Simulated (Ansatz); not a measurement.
A nudged elastic band was laid between two geometries of C2H5ClNOP (11 atoms, charge 0, multiplicity 1).

The calculation used RKS PBE-D4/def2-SVP in Ansatz 0.2.0.

- movable images: 7
- climbing image: yes
- spring: 5.0 eV/Å²
- optimiser: quadratic models (default)
- start path: IDPP
- force threshold: 0.05 eV/Å
- iteration limit: 60
- end points: relaxed

First end point:

```xyz
11
Properties=species:S:1:pos:R:3
O 1.244 -2.859 -0.253
P 0.188 -2.037 0.733
N 0.255 -0.459 -0.046
C -0.602 0.459 0.195
C -0.510 1.788 -0.499
Cl -2.113 2.230 -1.206
H 1.978 -2.273 -0.535
H 1.076 -1.603 1.809
H -1.454 0.362 0.914
H -0.242 2.592 0.217
H 0.244 1.744 -1.307
```

Last end point:

```xyz
11
Properties=species:S:1:pos:R:3
O 1.915 -2.435 0.098
P 0.325 -2.015 0.430
N 0.263 -0.392 -0.167
C -0.567 0.511 0.193
C -0.582 1.852 -0.483
Cl -2.255 2.238 -1.059
H 1.910 -2.996 -0.700
H 0.569 -1.721 1.825
H -1.323 0.393 1.010
H -0.296 2.659 0.222
H 0.105 1.849 -1.350
```

Problem. Which bonds break or form, and what moves?

Solution. No bond is made or broken. The dihedral H7–O1–P2–H8 goes from -58 to 158°.

Problem. Give the energies along the band, and the barrier.

Solution. The forces met the threshold. The highest image is number 3 of 0 to 8, 0.114 eV above the first end and 0.110 eV above the last; the last end lies 0.004 eV above the first. A vibrational analysis at the climbing image gives one clearly imaginary mode, 339i cm⁻¹: a first-order saddle point.

| image | path coordinate (Å) | energy (eV) | dihedral H7–O1–P2–H8 (°) |
| --- | --- | --- | --- |
| 0 | 0.00 | 0.000 | -58 |
| 1 | 0.35 | 0.007 | -66 |
| 2 | 0.70 | 0.060 | -94 |
| 3 | 1.06 | 0.114 | -129 |
| 4 | 1.28 | 0.096 | -149 |
| 5 | 1.50 | 0.059 | -167 |
| 6 | 1.72 | 0.027 | 177 |
| 7 | 1.95 | 0.010 | 166 |
| 8 | 2.17 | 0.004 | 158 |

Problem. What is the geometry of the highest image?

Solution. 
```xyz
11
Properties=species:S:1:pos:R:3
O 1.674 -2.645 0.007
P 0.181 -2.116 0.563
N 0.209 -0.506 -0.091
C -0.558 0.467 0.230
C -0.488 1.771 -0.509
Cl -2.133 2.224 -1.114
H 1.852 -2.165 -0.827
H 0.599 -1.799 1.921
H -1.314 0.432 1.053
H -0.158 2.594 0.158
H 0.201 1.686 -1.370
```

Problem. What are the harmonic wavenumbers there?

Solution. 339i, 42, 79, 123, 198, 264, 369, 397, 647, 696, 790, 811, 870, 891, 952, 1020, 1057, 1130, 1202, 1330, 1386, 1683, 2193, 2934, 3002, 3092, 3675 cm⁻¹.

The run took 5.2 min on 2 threads of Intel(R) Xeon(R) Processor @ 2.50GHz (Skylake/Cascade Lake), with other jobs on the host, peak memory 0.17 GiB.
